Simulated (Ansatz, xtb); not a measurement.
# Two isomers of H4OPSi−

Structure a is `[O-][SiH2]P`, a singlet and structure b is `[O-]P[SiH3]`, a singlet. Both are isolated ions in the gas phase, relaxed with BLYP-D3(BJ)/def2-SVPD; the shapes shown needn't be the lowest conformers.

a (Å):

```tsv
atom	x (Å)	y (Å)	z (Å)
O	-0.0374	-1.9666	-1.9580
P	-0.4481	1.1649	-0.8049
Si	-1.0490	-1.1216	-1.0450
H	-2.5158	-1.0613	-1.4902
H	-1.1636	-1.4892	0.4432
H	-1.7120	1.5835	-0.2349
H	-0.8508	1.5566	-2.1345
```

b (Å):

```yaml
atoms:
  - { symbol: O, position_ang: [-1.6708, 1.8496, -2.3378] }
  - { symbol: P, position_ang: [-1.2084, 1.4018, -0.8848] }
  - { symbol: Si, position_ang: [-0.7239, -0.9215, -0.9503] }
  - { symbol: H, position_ang: [-2.4412, 0.9979, -0.1280] }
  - { symbol: H, position_ang: [-0.4707, -1.5026, 0.4366] }
  - { symbol: H, position_ang: [-1.7180, -1.8789, -1.5944] }
  - { symbol: H, position_ang: [0.5670, -1.2029, -1.7005] }
```

Quicker runs give these differences E(b) − E(a): GFN2-xTB +18.0 kcal/mol; HF/STO-3G +23.2 kcal/mol (at GFN2-xTB geometries); r2SCAN-D4/def2-SVPD +24.2 kcal/mol (at GFN2-xTB geometries).

Problem. Estimate E(b) − E(a) at the level CCSD(T)/def2-SVPD + ΔMP2/def2-TZVPPD.

Solution. Calculated at CCSD(T)/def2-SVPD + ΔMP2/def2-TZVPPD: E(b) − E(a) = +25.2 kcal/mol, so structure a lies lower.

The same difference at several levels:

```csv
level,geometry,E(b) − E(a) (kcal/mol),departure from the last row (kcal/mol),"job, with rough time for the two"
GFN2-xTB,GFN2-xTB,+18.0,−7.2,"optimisation, 0.12 s"
HF/STO-3G,GFN2-xTB,+23.2,−2.0,"single point, 0.2 s"
r2SCAN-D4/def2-SVPD,GFN2-xTB,+24.2,−1.0,"single point, 3 s"
BLYP-D3(BJ)/def2-SVPD,BLYP-D3(BJ)/def2-SVPD,+21.6,−3.6,"optimisation, 22 s"
HF/def2-SVPD,BLYP-D3(BJ)/def2-SVPD,+27.1,+2.0,part of the CCSD(T) run
MP2/def2-SVPD,BLYP-D3(BJ)/def2-SVPD,+28.4,+3.3,part of the CCSD(T) run
CCSD(T)/def2-SVPD,BLYP-D3(BJ)/def2-SVPD,+26.6,+1.5,single point
CCSD(T)/def2-SVPD + ΔMP2/def2-TZVPPD,BLYP-D3(BJ)/def2-SVPD,+25.2,,"single point, 15 s"
```

As drawn, b has 1 O–P, 1 Si–H in place of 1 O–Si, 1 P–H.

None of the levels shown reverses the order. The largest departure from CCSD(T)/def2-SVPD + ΔMP2/def2-TZVPPD is that of GFN2-xTB, 7.2 kcal/mol. The last row adds to CCSD(T) the change of the MP2 difference between the two basis sets, here −1.5 kcal/mol.

With harmonic frequencies from BLYP-D3(BJ)/def2-SVPD (ideal gas, rigid rotor, one conformer each, 298.15 K, 1 atm): on the last row, ΔE + ΔZPE = +24.2, ΔH = +24.3, ΔG = +24.0 kcal/mol.

The T1 diagnostic of structure b is large, so the coupled-cluster value is less sure. The correlated steps freeze 11 core orbitals. Codes used: Ansatz 0.2.0, xtb 6.7.1; the last row on 2 threads of Arm Neoverse V1 on a shared host.
